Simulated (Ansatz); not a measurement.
Task: a search for lower mean-field states of ClFH2Si, SMILES F[SiH2]Cl, with Ansatz 0.2.0 through its Python package. Give the script and its output. Level of theory (for the species named): Hartree-Fock, cc-pVDZ basis, multiplicity 1.

```yaml
atoms:
  - { symbol: F, position_ang: [-0.4693, 0.1186, 1.5419] }
  - { symbol: Si, position_ang: [0.0652, -0.0766, 0.0574] }
  - { symbol: Cl, position_ang: [-1.0796, 0.9779, -1.3120] }
  - { symbol: H, position_ang: [0.0631, -1.5037, -0.2965] }
  - { symbol: H, position_ang: [1.4705, 0.4101, -0.0321] }
```

`states.py`
```python
# -*- coding: utf-8 -*-
import ansatz as az
import numpy as np

BASIS_SET = "cc-pVDZ"
XC = "HF"

GEOMETRY = """
F    -0.46930    0.11860    1.54190
Si    0.06520   -0.07660    0.05740
Cl   -1.07960    0.97790   -1.31200
H     0.06310   -1.50370   -0.29650
H     1.47050    0.41010   -0.03210
"""

system = az.Crystal.molecule()
for line in GEOMETRY.strip().splitlines():
    symbol, *xyz = line.split()
    system = system.atom(symbol, [float(v) for v in xyz])
symbols = [site.symbol for site in system.cartesian_sites]

start = np.array([site.position_ang for site in system.cartesian_sites])
for factor in [1.0, 1.5]:
    xyz = (start - start.mean(axis=0)) * factor
    scaled = az.Crystal.molecule()
    for symbol, place in zip(symbols, xyz):
        scaled = scaled.atom(symbol, place.tolist())
    setup = (
        scaled.calculation()
        .basis(gaussian=BASIS_SET)
        .functional(XC)
        .spin("collinear")
    )
    for search in ("off", "standard"):
        try:
            r = setup.scf(lower_state_search=search).run(threads=1, pin="off").report
        except az.AnsatzError as error:
            print(f"x{factor} search {search}: {type(error).__name__}")
            continue
        state = r["mean_field"]["state"]
        print(f"all distances x{factor}, search {search:8s} E = {r['free_energy_ev']:.5f} eV  <S^2> = {abs(state['spin_squared']):.3f}  other states met: {len(r['mean_field']['others'])}")
```

```console
$ python states.py
all distances x1.0, search off      E = -23106.34429 eV  <S^2> = 0.000  other states met: 0
all distances x1.0, search standard E = -23106.34429 eV  <S^2> = 0.000  other states met: 0
all distances x1.5, search off      E = -23094.41303 eV  <S^2> = 0.000  other states met: 0
all distances x1.5, search standard E = -23096.07268 eV  <S^2> = 1.731  other states met: 11
```

What to keep in mind:
- Total energies depend on the basis set; only differences at equal settings carry meaning.
- The count of other states can hold repeated and symmetry-equivalent ends of the search; scaling all distances is a test, and for more than two atoms no physical path.
- The geometry comes from a force field and isn't relaxed at this level.
- The expectation value of S² is noticeably off S(S+1) in at least one run, so that state is spin-contaminated.
- Finished in 12 s on 1 thread of Arm Neoverse V1, on a shared host, peak memory 0.2 GiB.
